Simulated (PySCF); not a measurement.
Molecule: dimethylformamide, C₃H₇NO.

Numbering as in the mapped SMILES `[CH3:1][N:2]([CH3:3])[CH:4]=[O:5]` (H(Xn): hydrogen on atom n).

Geometry PBE0-D3(BJ)/def2-SVP throughout; GIAO in PySCF, gas phase, one conformer, non-relativistic; equivalent atoms averaged; functional PBE0.

For orientation, pcSseg-2 gives these absolute shieldings σ: C4 17.1, C1 147.1, C3 153.8, N2 138.1, O5 -76.2, H(C4) 23.25, H(C3) 28.40, H(C1) 28.46 ppm.

A run gave: C4 22.4, C1 148.5, C3 154.9, N2 143.2, O5 -85.0, H(C4) 23.58, H(C3) 28.45, H(C1) 28.54 ppm (absolute shieldings σ).

Which basis set was used in that run?
A. pcSseg-0
B. cc-pVTZ
C. 6-31G*
D. 6-31G
E. pcSseg-1

Results:

E. O5 tells them apart best: pcSseg-1 gives -85.0, 6-31G gives -67.8, 6-31G* gives -35.4, pcSseg-0 gives -121.0, cc-pVTZ gives -67.5 ppm.
